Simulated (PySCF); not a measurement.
All values below come from PBE-D3(BJ)/def2-TZVP // PBE0-D3(BJ)/def2-TZVP run with PySCF. All species are isolated molecules in the gas phase. 

Reference species (SMILES): `[CH2]` (lower triplet) (neutral, multiplicity 3).

```json
{
 "dipole_moment": "0.64 D"
}
```

Changed species: `[CH]Cl` (triplet; the order of the spin states depends on the level) (X = chloro, multiplicity 3; the reference has X = H, multiplicity 3).

Question: Give the shifts of the dipole moment.

Answer: the dipole moment increases by 0.12 D, to 0.76 D.
